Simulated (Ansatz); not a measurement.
# BH5O: the cost of one run

All numbers are computed with the Python package of Ansatz 0.2.0. The levels of theory stand in the script.

## 1. The structure

Bond lengths: B1–O2 1.475 Å, B1–H3 1.115 Å, B1–H4 1.161 Å, B1–H5 1.229 Å, O2–H6 1.006 Å, O2–H7 1.020 Å. Angles: B1–O2–H6 108.5°, B1–O2–H7 104.4°, H6–O2–H7 104.2°, O2–B1–H3 114.6°, O2–B1–H4 106.4°, O2–B1–H5 109.8°, H3–B1–H4 108.8°, H3–B1–H5 111.3°, H4–B1–H5 105.4°.

The script holds or builds the structure itself.

## 2. The code

Input file composite_bh5o.py:

```python
# -*- coding: utf-8 -*-
'''A composite energy for BH5O: DFT geometry, MP2 basis limit, coupled-cluster correction.'''

import itertools

import ansatz as az
from ase.data import atomic_numbers, covalent_radii
import numpy as np

geometry = (
    az.Crystal.molecule()
    .atom('B', (-0.216, -0.483, -0.227))
    .atom('O', (0.3121, 0.5072, 0.7304))
    .atom('H', (0.2098, -1.5075, -0.1186))
    .atom('H', (-1.3619, -0.5335, -0.0471))
    .atom('H', (-0.0842, -0.0643, -1.3748))
    .atom('H', (-0.0923, 1.404, 0.5178))
    .atom('H', (1.2938, 0.6091, 0.4735))
)

calculation = geometry.calculation().basis(gaussian='def2-SVP').functional('pbe0', dispersion='d4')
symbols = [site.symbol for site in geometry.cartesian_sites]
start = np.array([site.position_ang for site in geometry.cartesian_sites], dtype=float)
r = calculation.relax(force_tolerance=0.01, max_steps=100).run().report
end = np.array(r['positions_ang'])
# pairs closer than 1.2 times the sum of covalent radii, before or after
radius = [covalent_radii[atomic_numbers[s]] for s in symbols]
span = lambda where, i, j: np.linalg.norm(where[i] - where[j])
bonded = [(i, j) for i, j in itertools.combinations(range(len(symbols)), 2) if min(span(start, i, j), span(end, i, j)) < 1.2 * (radius[i] + radius[j])]
print('pair        before    after (A)')
for i, j in bonded:
    print(f'{symbols[i]}{i}-{symbols[j]}{j}'.ljust(10), f'{span(start, i, j):8.4f} {span(end, i, j):8.4f}')
for first, second in list(itertools.combinations(bonded, 2)):
    shared = set(first) & set(second)
    if shared and symbols[(j := shared.pop())] != 'H':
        i, k = sorted((set(first) | set(second)) - {j})
        u, v = end[i] - end[j], end[k] - end[j]
        angle = np.degrees(np.arccos(np.clip(u @ v / np.linalg.norm(u) / np.linalg.norm(v), -1, 1)))
        print(f'final angle {symbols[i]}{i}-{symbols[j]}{j}-{symbols[k]}{k}: {angle:.2f} deg')

minimum = az.Crystal.molecule()
for symbol, place in zip(symbols, end):
    minimum = minimum.atom(symbol, place.tolist())
at_minimum = minimum.calculation()
# MP2 extrapolated to the basis limit, plus the small-basis difference CCSD(T) - MP2
level = lambda method, basis: at_minimum.basis(gaussian=basis).correlation(method).run().report
small, large, cluster = level('mp2', 'cc-pVDZ'), level('mp2', 'cc-pVTZ'), level('ccsd_t', 'cc-pVDZ')
corr = lambda each: (each['free_energy_ev'] - each['reference_energy_ev']) / 27.211386246
mp2_limit = (27 * corr(large) - 8 * corr(small)) / 19
pieces = {'HF / cc-pVTZ': large['reference_energy_ev'] / 27.211386246, 'MP2 correlation, DZ-TZ limit': mp2_limit, 'CCSD(T) - MP2 / cc-pVDZ': corr(cluster) - corr(small)}
for name, value in pieces.items():
    print(f'{name:32s} {value:14.6f} Ha')
print(f'{"sum":32s} {sum(pieces.values()):14.6f} Ha')
print('T1 diagnostic', round(cluster['correlation']['coupled_cluster']['t1_diagnostic'], 4))
```

## 3. Running it

The run is started by

```
$ python composite_bh5o.py
```

**Question.** How long does this script take on 1 thread of Arm Neoverse V2, shared host, and how much memory does it need?

About 7.5 s, with a peak of 0.24 GiB.
